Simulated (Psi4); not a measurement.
**doublet [SF2]+: levels of theory compared**

We compute a comparison of 3 runs (UHF/STO-3G, U-wB97X-V/def2-TZVP, UHSE06/def2-TZVP) of doublet [SF2]+. 

Program for the calculation: Psi4 1.11.

**1. Starting point**

The species is [SF2]+ (3 atoms), meant as a doublet with charge +1. SMILES of the parent species: `FSF`. The shape is that of a PBE0-D4/def2-TZVP optimisation. That shape belongs to the parent species and isn't relaxed for this state.

Bond lengths: F1–S2 1.590 Å, S2–F3 1.590 Å. Angles: F1–S2–F3 98.6°.

**2. Energy and forces at UHF/STO-3G (run 1)**

The input, f2s.xyz:

```xyz
3
F2S
F      0.440140     1.116450     0.365400
S     -0.601990     0.126530    -0.315250
F      0.161840    -1.242970    -0.050150
```

The input, run.py:

```python
import psi4

psi4.set_memory('1600 MB')
psi4.set_num_threads(1)
psi4.set_output_file('psi4.out', False)

with open('f2s.xyz') as f:
    atoms = ''.join(f.readlines()[2:])
geom = psi4.geometry('1 2\n' + atoms + 'symmetry c1')

options = {'basis': 'STO-3G', 'reference': 'uhf', 'puream': True, 'e_convergence': 1e-09, 'd_convergence': 1e-08, 'scf_type': 'pk', 'maxiter': 100}
psi4.set_options(options)

e_tot = psi4.gradient("hf")
print('gradient / Eh bohr^-1')
print(e_tot.np.round(6))
for k, v in sorted(psi4.core.scalar_variables().items()):
    print(f'{k:45s} {v:18.10f}')
```

Command:

```sh
$ python run.py
```

psi4.out:

```text
[...]
  Running in c1 symmetry.
[...]
  Nuclear repulsion =  113.601141047721853
[...]
  Multiplicity = 2
[...]
  Nalpha       = 17
  Nbeta        = 16
[...]
    Number of basis functions: 19
[...]
   @UHF iter   1:  -588.79704129508514   -7.04211e-01   1.71567e-02 ADIIS/DIIS
[...]
   @UHF iter  15:  -588.91271760868324    0.00000e+00   2.15387e-09 DIIS
[...]
   @S^2 Observed:                7.667675437E-01
[...]
    Orbital Energies [Eh]
    ---------------------
    Alpha Occupied:
       1A    -91.458386     2A    -26.383020     3A    -26.382863
       4A     -9.320829     5A     -6.964377     6A     -6.950101
       7A     -6.946476     8A     -1.925889     9A     -1.868277
      10A     -1.272667    11A     -0.983310    12A     -0.944377
      13A     -0.941210    14A     -0.894202    15A     -0.836767
      16A     -0.789166    17A     -0.731131
    Alpha Virtual:
      18A     -0.030468    19A      0.009430
    Beta Occupied:
[...]
  @UHF Final Energy:  -588.91271760868324
   => Energetics <=
    Nuclear Repulsion Energy =            113.6011410477218533
    One-Electron Energy =               -1034.9108188726290791
    Two-Electron Energy =                 332.3969602162240449
    Total Energy =                       -588.9127176086831241
  UHF NO Occupations:
  HONO-2 :   15  A 1.9959105
  HONO-1 :   16  A 1.9956880
[...]
 Multipole Moments:
 ------------------------------------------------------------------------------------
     Multipole            Electronic (a.u.)      Nuclear  (a.u.)        Total (a.u.)
 ------------------------------------------------------------------------------------
 L = 1.  Multiply by 2.5417464519 to convert [e a0] to [Debye]
 Dipole X            :          0.2167100           -0.8932284           -0.6765184
 Dipole Y            :         -0.0405498            0.1671378            0.1265880
 Dipole Z            :         -0.0000000            0.0000000           -0.0000000
 Magnitude           :                                                    0.6882599
[...]
  -Total Gradient:
     Atom            X                  Y                   Z
    ------   -----------------  -----------------  -----------------
       1       -0.021078651793    -0.011036106351     0.000000000000
       2        0.036742934101    -0.006878585363    -0.000000000000
       3       -0.015664282314     0.017914691713     0.000000000000
[...]
```

The script printed:

```text
gradient / Eh bohr^-1
[[-0.021079 -0.011036  0.      ]
 [ 0.036743 -0.006879 -0.      ]
 [-0.015664  0.017915  0.      ]]
CURRENT ENERGY                                   -588.9127176087
CURRENT REFERENCE ENERGY                         -588.9127176087
DD SOLVATION ENERGY                                 0.0000000000
HF KINETIC ENERGY                                 580.0476210499
HF POTENTIAL ENERGY                             -1168.9603386586
HF TOTAL ENERGY                                  -588.9127176087
HF VIRIAL RATIO                                     2.0152833944
NUCLEAR REPULSION ENERGY                          113.6011410477
ONE-ELECTRON ENERGY                             -1034.9108188726
PCM POLARIZATION ENERGY                             0.0000000000
PE ENERGY                                           0.0000000000
SCF ITERATION ENERGY                             -588.9127176087
SCF ITERATIONS                                     15.0000000000
SCF TOTAL ENERGY                                 -588.9127176087
TWO-ELECTRON ENERGY                               332.3969602162
```

It took 1.4 s on 1 thread of Intel Xeon Platinum 8488C (Sapphire Rapids), shared host; peak memory 0.18 GiB.

**3. The energy at U-wB97X-V/def2-TZVP (run 2)**

The input, f2s.in:

```
memory 1600 mb

molecule m {
  1 2
  F      0.440140     1.116450     0.365400
  S     -0.601990     0.126530    -0.315250
  F      0.161840    -1.242970    -0.050150
  symmetry c1
  no_reorient
  no_com
}

set {
  basis def2-TZVP
  reference uks
  puream true
  e_convergence 1e-09
  d_convergence 1e-08
  scf_type pk
  dft_radial_points 99
  dft_spherical_points 590
  maxiter 100
}

result = energy("wb97x-v")
print_variables()
```

Command:

```sh
$ psi4 f2s.in f2s.out -n 1
```

f2s.out:

```text
[...]
  Running in c1 symmetry.
[...]
  Nuclear repulsion =  113.601141047721853
[...]
  Multiplicity = 2
[...]
  Nalpha       = 17
  Nbeta        = 16
[...]
    Number of basis functions: 99
[...]
   @UKS iter   1:  -597.33341829114022    1.45427e-01   4.70104e-03 DIIS/ADIIS
[...]
   @UKS iter  13:  -597.42489689542356   -3.75167e-12   4.33259e-09 DIIS
[...]
   @S^2 Observed:                7.547241310E-01
[...]
    Orbital Energies [Eh]
    ---------------------
    Alpha Occupied:
       1A    -89.410686     2A    -25.136032     3A    -25.136025
       4A     -8.565045     5A     -6.521934     6A     -6.520167
       7A     -6.516769     8A     -1.722366     9A     -1.674997
      10A     -1.212194    11A     -0.996203    12A     -0.961042
      13A     -0.959832    14A     -0.895635    15A     -0.864624
      16A     -0.861451    17A     -0.726548
    Alpha Virtual:
      18A     -0.292301    19A     -0.255644    20A      0.060592
      21A      0.074024    22A      0.094408    23A      0.103749
      24A      0.118261    25A      0.121647    26A      0.172174
[...]
  @UKS Final Energy:  -597.42489689542356
   => Energetics <=
    Nuclear Repulsion Energy =            113.6011410477218533
    One-Electron Energy =               -1042.3039906526669256
    Two-Electron Energy =                 365.4414735956321465
    DFT Exchange-Correlation Energy =     -34.3029589022087436
    Empirical Dispersion Energy =           0.0000000000000000
    VV10 Nonlocal Energy =                  0.1394380160980618
    Total Energy =                       -597.4248968954235579
[...]
 Multipole Moments:
 ------------------------------------------------------------------------------------
     Multipole            Electronic (a.u.)      Nuclear  (a.u.)        Total (a.u.)
 ------------------------------------------------------------------------------------
 L = 1.  Multiply by 2.5417464519 to convert [e a0] to [Debye]
 Dipole X            :          6.8576210           -7.9633437           -1.1057227
 Dipole Y            :         -1.4415182            1.6739194            0.2324012
 Dipole Z            :          3.5911078           -4.1701531           -0.5790453
 Magnitude           :                                                    1.2696167
[...]
```

Run time: 26 s. Hardware: 1 thread of Intel Xeon Platinum 8488C (Sapphire Rapids), shared host; peak memory 0.87 GiB.

**4. Energy and gradient at UHSE06/def2-TZVP (run 3)**

The input, input.in:

```
memory 1600 MB

molecule geom {
  1 2
  F
  S 1 R2
  F 2 R3 1 A3

  R2 = 1.590365
  R3 = 1.59036
  A3 = 98.62365
  units angstrom
  symmetry c1
}

set globals {
  basis                def2-TZVP
  reference            uks
  puream               true
  e_convergence        1e-09
  d_convergence        1e-08
  scf_type             pk
  dft_radial_points    99
  dft_spherical_points 590
  maxiter              100
}

E, wfn = gradient('hse06', return_wfn=True)
print_variables()
```

Command:

```sh
$ psi4 -n 1 input.in input.out
```

input.out:

```text
[...]
  Running in c1 symmetry.
[...]
  Nuclear repulsion =  113.601138216877061
[...]
  Multiplicity = 2
[...]
  Nalpha       = 17
  Nbeta        = 16
[...]
    Number of basis functions: 99
[...]
   @UKS iter   1:  -597.19553442874474    2.57666e-01   4.52164e-03 DIIS/ADIIS
[...]
   @UKS iter  13:  -597.26543441196532   -5.68434e-13   1.79893e-09 DIIS
[...]
   @S^2 Observed:                7.559070367E-01
[...]
    Orbital Energies [Eh]
    ---------------------
    Alpha Occupied:
       1A    -89.562400     2A    -25.135673     3A    -25.135666
       4A     -8.510212     5A     -6.446217     6A     -6.445468
       7A     -6.440778     8A     -1.609679     9A     -1.563863
      10A     -1.094738    11A     -0.888956    12A     -0.848621
      13A     -0.847804    14A     -0.786418    15A     -0.756956
      16A     -0.756711    17A     -0.623893
    Alpha Virtual:
      18A     -0.398804    19A     -0.364077    20A     -0.042893
      21A     -0.021401    22A     -0.011503    23A      0.003463
      24A      0.007935    25A      0.016941    26A      0.062897
[...]
  @UKS Final Energy:  -597.26543441196532
   => Energetics <=
    Nuclear Repulsion Energy =            113.6011382168770609
    One-Electron Energy =               -1042.4462421097343849
    Two-Electron Energy =                 366.8298930611160813
    DFT Exchange-Correlation Energy =     -35.2502235802240449
    Empirical Dispersion Energy =           0.0000000000000000
    VV10 Nonlocal Energy =                  0.0000000000000000
    Total Energy =                       -597.2654344119653160
[...]
 Multipole Moments:
 ------------------------------------------------------------------------------------
     Multipole            Electronic (a.u.)      Nuclear  (a.u.)        Total (a.u.)
 ------------------------------------------------------------------------------------
 L = 1.  Multiply by 2.5417464519 to convert [e a0] to [Debye]
 Dipole X            :         -0.0836937           -0.6890614           -0.7727551
 Dipole Y            :         -0.0719664           -0.5924411           -0.6644075
 Dipole Z            :         -0.0000000            0.0000000           -0.0000000
 Magnitude           :                                                    1.0191113
[...]
  -Total Gradient:
     Atom            X                  Y                   Z
    ------   -----------------  -----------------  -----------------
       1        0.004005342994     0.059005531598     0.000000000000
       2       -0.062868647719    -0.054055385973    -0.000000000000
       3        0.058936665765    -0.004887063706    -0.000000000000
[...]
```

Wall time 29 s (1 thread of Intel Xeon Platinum 8488C (Sapphire Rapids), shared host); peak memory 0.87 GiB.

**5. Overview of the runs**

```tsv
run	level	task	integration grid	energy (Eh)	HOMO energy (eV)	LUMO energy (eV)	⟨S²⟩	wall time
1	UHF/STO-3G	gradient	–	-588.912718	-19.90	-6.56	0.767	1.4 s
2	U-wB97X-V/def2-TZVP	energy	99 radial × 590 angular	-597.424897	-19.77	-10.74	0.755	26 s
3	UHSE06/def2-TZVP	gradient	99 radial × 590 angular	-597.265434	-16.98	-13.39	0.756	29 s
```

**6. What came out**

```
                                 quantity          value
                      run 3: total energy  -597.26543 Eh
run 3: HOMO energy (highest over α and β)      -16.98 eV
 run 3: LUMO energy (lowest over α and β)      -13.39 eV
                              run 3: ⟨S²⟩          0.756
          run 3: largest force on an atom     4.264 eV/Å
```

Totals of different functionals can't be ranked against each other. In run 1 the basis is minimal, so the values are rough. All runs together took 57 s, the longest 29 s.
